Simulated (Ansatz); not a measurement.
Input for Ansatz (development build ahead of 0.2.0):

```yaml
crystal:
  periodic: [false, false, false]
  atoms:
    - { symbol: P, position_ang: [0.0, 0.0, -1.02114] }
    - { symbol: P, position_ang: [0.0, 0.0, 1.02114] }
basis:
  gaussian: { orbitals: cc-pVTZ }
hamiltonian:
  xc: hf
```

The input is written out in the form of the current development build from the run's settings.

Output:

```
Converged                       : yes
Total energy                    : -681.46772 hartree
Spin squared of the determinant : 0.000
```

Caution: in another basis set an unrestricted determinant lies well below.
